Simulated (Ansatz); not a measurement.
Cost and result for the atomization energy of C3H5NS (`CC1N=C1S`) (10 atoms, 10 bonds).

```xyz
10

C     1.3131   -0.5134    0.4437
C     0.2721    0.5553    0.3032
N    -0.2045    0.9377   -1.0938
C    -0.9991    0.3292   -0.3361
S    -2.5678   -0.3351   -0.2525
H     1.2868   -0.9566    1.4433
H     1.1567   -1.3075   -0.2885
H     2.3124   -0.0972    0.2899
H     0.3526    1.3894    0.9998
H    -2.9224   -0.0018   -1.5092
```

Total charge 0; spin multiplicity 1. All single points use the PBE0-D4/def2-TZVP geometry. It is one conformer, not always the lowest. Program: Ansatz. All runs use 4 threads of an Arm Neoverse V1 on a shared host. Times are those of one run each, without the atoms' runs, and a repeat can differ threefold. Electronic energies, without spin–orbit coupling; frozen cores. CCSD(T)/CBS adds CCSD(T) − MP2 in def2-TZVPP to the MP2 limit, and its time is that of the two runs behind it. T1 = 0.012. B3LYP takes the VWN-RPA correlation (the form of Gaussian; ORCA's B3LYP/G).

CCSD(T)/CBS is a level of theory with its own doubt, some kJ/mol a heavy atom from the limit and from the frozen cores, so smaller differences don't rank the functionals.

```
                             level  functions  wall time
   PBE-D4/def2-TZVPP (with forces)        236      2.5 s
                PBE0-D4/def2-TZVPP        236      2.8 s
 B3LYP-D4/def2-TZVPP (with forces)        236      4.4 s
r2SCAN-D4/def2-TZVPP (with forces)        236      4.9 s
                 B2PLYP/def2-TZVPP        236      5.5 s
                ωB97X-V/def2-TZVPP        236      7.5 s
  ωB97M-V/def2-TZVPP (with forces)        236       11 s
                    MP2/def2-QZVPP        448       21 s
                CCSD(T)/def2-TZVPP        236      2 min
                 CCSD(T)/CBS(def2)          –    2.3 min
```

(1) What atomization energy does each give, and how far from CCSD(T)/CBS? (Best estimate.)

Results:

(1) Computed: 
```csv
level,atomization (kcal/mol),difference from CCSD(T)/CBS,per bond
PBE-D4/def2-TZVPP (with forces),971.1,42.0,4.2
PBE0-D4/def2-TZVPP,945.0,15.9,1.6
B3LYP-D4/def2-TZVPP (with forces),933.9,4.8,0.5
r2SCAN-D4/def2-TZVPP (with forces),936.9,7.8,0.8
B2PLYP/def2-TZVPP,923.2,-5.9,-0.6
ωB97X-V/def2-TZVPP,936.8,7.7,0.8
ωB97M-V/def2-TZVPP (with forces),937.4,8.3,0.8
MP2/def2-QZVPP,940.5,11.4,1.1
CCSD(T)/def2-TZVPP,902.5,-26.6,-2.7
CCSD(T)/CBS(def2),929.1,0.0,0.0
```

The D4 term adds +7.7 kcal/mol with B3LYP and +4.1 kcal/mol with PBE0; it sums over pairs of atoms, weighted by their polarisabilities, and B3LYP, whose exchange is more repulsive, gets the larger term. In def2-TZVPP, CCSD(T) changes the Hartree–Fock value by +265.3 kcal/mol (the triples alone add +19.8 kcal/mol) and MP2 by +287.7 kcal/mol; breaking electron pairs costs correlation energy, which Hartree–Fock lacks. From PBE to PBE0 (25 % exact exchange), in def2-TZVPP and without D4, the atomization energy moves by −25.4 kcal/mol: exact exchange takes away binding that semilocal exchange gives to molecules.
